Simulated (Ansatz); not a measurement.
System: CH2O, charge 0, singlet. CH2O (SMILES C=O).
B3LYP-D3(BJ)/def2-TZVP minimum from Ansatz (a program for electronic structure):
```
C
O 1 1.1989
H 1 1.1075 2 122.05
H 1 1.1075 3 115.91 2 180.00
```
Charge 0, spin multiplicity 1.

Hartree-Fock and CCSD(T) correlation energies in hartree (Ansatz). UHF or UKS for unpaired electrons; spin-orbit terms are left out. Cores are frozen in correlated methods. No relativity.

```csv
basis,X,E(HF),"E(corr, CCSD(T))"
cc-pVTZ,3,-113.91209,-0.42161
cc-pVQZ,4,-113.92111,-0.44779
cc-pV5Z,5,-113.92332,withheld
```

Question: Fit E(corr) = E∞ + A/X³ to X = 3 and 4, predict X = 5, and compare with the run.

Answer: A = (-0.42161 - (-0.44779))/(1/27 - 1/64) = 1.2227; E∞ = -0.44779 - A/64 = -0.46689; at X = 5, E∞ + A/125 = -0.45711. The run gave -0.45687, 0.24 mEh above the prediction. The same form on X = 4 and 5 gives E∞ = -0.46640, 0.50 mEh above the first estimate.
